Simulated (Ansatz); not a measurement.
# Li₂F: from a trial structure to a relaxed crystal

Theory: Ansatz 0.2.0, DFT PBE, scalar-relativistic, plane waves, PAW.

The start puts Li₂F on the anti-rutile structure type (P4_2/mnm, No. 136), with F in place of Ti, Li in place of O, at a guessed volume.

The final relaxation ran on this input, with the default PAW datasets:

```yaml
crystal:
  lattice:
    - [5.6865918151, 0.0, 0.0]
    - [0.0, 5.6865918151, 0.0]
    - [0.0, 0.0, 2.8128014858]
  atoms:
    - { symbol: Li, position: [0.3400870487, 0.3400870487, 0.0] }
    - { symbol: Li, position: [0.1599129513, 0.8400870487, 0.5] }
    - { symbol: Li, position: [0.6599129513, 0.6599129513, 0.0] }
    - { symbol: Li, position: [0.8400870487, 0.1599129513, 0.5] }
    - { symbol: F, position: [0.0, 0.0, 0.0] }
    - { symbol: F, position: [0.5, 0.5, 0.5] }
basis:
  ecutwfc: 420
kpoints:
  mp_grid: { grid: [8, 8, 14] }
hamiltonian:
  xc: pbe
scf:
  occupations: { method: gaussian, width: 0.1 }
output:
  forces: true
  stress: true
  eigenvalues: true
  write_density: true
  write_potential: true
  elf: true
  volumetric_format: npy
relax:
  adjacent_minimum: "off"
  f_tol: 0.01
  max_steps: 80
  cell: { stress_tol: 0.05 }
```

Launched as:

```bash
ansatz run input.yaml --threads 1 --pin off --max-ram 2560MiB --backend cpu --events-out ev --progress --plain --runs-dir out
```

The run took 35 s on 1 thread of Arm Neoverse V1, with other jobs on the host, peak memory 0.46 GiB.

End of the output:

```
SCF converged after 6 iterations
Free energy (F): -2440.339107 eV
Harris-Foulkes:  -2440.339107 eV  (|F-HF|=4.55e-13)
Internal energy: -2440.332528 eV  (E = F + TS)
E sigma→0 (E₀):  -2440.335818 eV
Entropy (-TS):   -0.006578 eV (-1.096 meV/atom)
Fermi energy:    2.835487 eV
--- Per-component energies (eV) ---
  E_band       = -494.472785
  E_kinetic    = 501.281275
  E_local      = -2245.847152  (includes V_loc(G=0)·N_el)
  E_nonlocal   = 13.876720
  E_hartree    = 839.545347
  E_xc         = -202.562463
  E_vxc        = -259.853135  (∫ρ·V_xc dr)
  E_paw        = -485.227858  (= ΣΔE_a)
  E_vpaw       = -183.025254  (= ΣTr[D̂ρ^β])
  E_aug_tail   = 0.004044  (compensation charges beyond the density's cutoff)
  E_ewald      = -861.402443
  E_smearing   = -0.006578  (= −TS)
  E_closure    =  0.000000  (closes the sum)
  Σ components = -2440.339107   (vs F -2440.339107, Δ=0.00e0)
--- Forces (eV/Å), atoms counted from 1 ---
  atom   1  Li    -0.00047572    -0.00047572     0.00000000
  atom   2  Li     0.00047572    -0.00047572     0.00000000
  atom   3  Li     0.00047572     0.00047572     0.00000000
  atom   4  Li    -0.00047572     0.00047572     0.00000000
  atom   5  F      0.00000000     0.00000000     0.00000000
  atom   6  F      0.00000000     0.00000000     0.00000000
  max |Σ_I F_I| component: 1.63e-18 eV/Å
--- Stress (GPa, compression-positive) ---
       -0.001618       0.000000       0.000000
        0.000000      -0.001618       0.000000
        0.000000       0.000000      -0.020251
  P = ⅓ Tr σ = -0.0078 GPa (-0.078 kbar)
--- Relaxed structure (2 steps of the walk, 2 accepted, 1 SCFs on fresh bases) ---
  F+E_penalty+E_count = -2440.33910671 eV   max|allowed force component| = 4.757e-4 eV/Å   (the final SCF, on the basis selected at the relaxed cell)
  cell:  # Å, volume = 90.8966 Å³
    - [5.687636, 0.000000, 0.000000]
    - [0.000000, 5.687636, 0.000000]
    - [0.000000, 0.000000, 2.809855]
  atoms:
    - { symbol: Li, position: [0.339929, 0.339929, 0.000000] }
    - { symbol: Li, position: [0.160071, 0.839929, 0.500000] }
    - { symbol: Li, position: [0.660071, 0.660071, 0.000000] }
    - { symbol: Li, position: [0.839929, 0.160071, 0.500000] }
    - { symbol: F, position: [0.000000, 0.000000, 0.000000] }
    - { symbol: F, position: [0.5, 0.5, 0.500000] }
```

Total energies depend on the potentials used, so only differences within one code and one set of settings carry meaning.

The result has space group P4_2/mnm (No. 136). Around Li lie 2 F at 1.91 Å; F has 4 Li at 1.91 Å.

Against the elements it lies at -1.73 eV/atom. Formation energies are uncorrected and refer to the elements' standard structures at the same level (F₂ as a molecule).

For metals, differences of a few meV/atom aren't resolved.

Symmetry constrained the relaxation, so the result can be a saddle point.